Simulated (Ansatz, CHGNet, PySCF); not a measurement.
**How well does each level of theory give the equilibrium lattice constant a of rock-salt MgS?**

Reference value: 5.188 Å (measured, corrected for zero-point motion; as tabulated in Goldzak et al. (2022), arXiv:2208.04865).

| level (code) | value (Å) |
|---|---|
| CHGNet 0.3.0 (CHGNet) | 5.227 |
| LDA (Ansatz) | 5.129 |
| PBE (Ansatz) | 5.230 |
| PBEsol (Ansatz) | ___ |
| PBE-D3(BJ) (Ansatz) | ___ |
| PBE-D4 (Ansatz) | 5.171 |
| rVV10 (Ansatz) | ___ |
| r²SCAN+rVV10 (Ansatz) | 5.189 |
| HSE06 (Ansatz) | 5.194 |
| PBE0 (Ansatz) | 5.194 |
| Hartree–Fock (PySCF) | ___ |
| MP2 (PySCF) | 5.169 ± 0.02 |

**Question.** Complete the blanks.

**Answer.** 
- PBEsol (Ansatz, a quantum-chemistry and plane-wave program), value (Å): 5.182
- PBE-D3(BJ) (Ansatz), value (Å): 5.155
- rVV10 (Ansatz), value (Å): 5.239
- Hartree–Fock (PySCF), value (Å): 5.277 ± 0.02

Errors against the reference: CHGNet 0.3.0 +0.75 %, LDA -1.14 %, PBE +0.81 %, PBEsol -0.12 %, PBE-D3(BJ) -0.64 %, PBE-D4 -0.33 %, rVV10 +0.98 %, r²SCAN+rVV10 +0.02 %, HSE06 +0.12 %, PBE0 +0.12 %, Hartree–Fock +1.72 %, MP2 -0.37 %.

Nearest, and too close to rank with a margin of 0.30 % (twice that across the reference) picked here for doubts on the reference and the settings: r²SCAN+rVV10 (+0.02 %), PBEsol (-0.12 %), HSE06 (+0.12 %), PBE0 (+0.12 %), PBE-D4 (-0.33 %), MP2 (-0.37 %). Farthest off: Hartree–Fock (+1.72 %). Within 0.5 %: PBEsol, PBE-D4, r²SCAN+rVV10, HSE06, PBE0, MP2. Of the first-principles levels, DFT without exact exchange (PBEsol, PBE-D4, r²SCAN+rVV10) would do here.

A ± on a computed value is a rough bar: the spread of its extrapolation, a floor set from checks against published values, or a statistical error. Cutoffs and k meshes differ between the levels. Ansatz's density-functional and Hartree–Fock values are scalar-relativistic unless marked +SOC, with PAW data made under PBE.

Machine-learned potentials (CHGNet 0.3.0) are trained on DFT data, which may include these solids.

Differences are worked out from the printed values.
